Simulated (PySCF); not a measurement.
**Vibration and rotation of PH⁻**

UHF-CCSD(T) constants of PH⁻, ²Π (doublet), unpaired electrons π ↑ (P aug-pcseg-1, H aug-pcseg-1; no relativity (PySCF 2.14); masses 30.9738 and 1.0078 u):

* ωe: 2256.6 cm⁻¹
* ωexe: 49.9 cm⁻¹
* Be: 8.245 cm⁻¹
* αe: 0.271 cm⁻¹
* D (centrifugal): 0.000440 cm⁻¹
* De to P + H⁻: 2.92 eV

**Question.** Give the vibrational terms G(v) and spacings up to v = 5.

**Answer.** G(v) = ωe(v+½) − ωexe(v+½)².

```
v  G(v) (cm⁻¹)  G(v) − G(v−1)  Bv (cm⁻¹)
0         1116                     8.109
1         3273           2157      7.838
2         5330           2057      7.567
3         7287           1957      7.296
4         9144           1857      7.025
5        10902           1758      6.754
```

A state of this spin cannot dissociate to the ground-state fragments, so its own limit lies higher than the one that De refers to.

Correlated steps freeze 5 core orbitals. Correlated levels converge slowly with the basis: in double zeta they bind strong bonds too weakly, by up to about 1 eV, and carry superposition errors of some tenths. For an ion De counts to the pair picked by the measured ionisation energies or electron affinities, which need not be the lowest pair at this level. The state was picked by a PBE0 search and need not be the measured ground state.
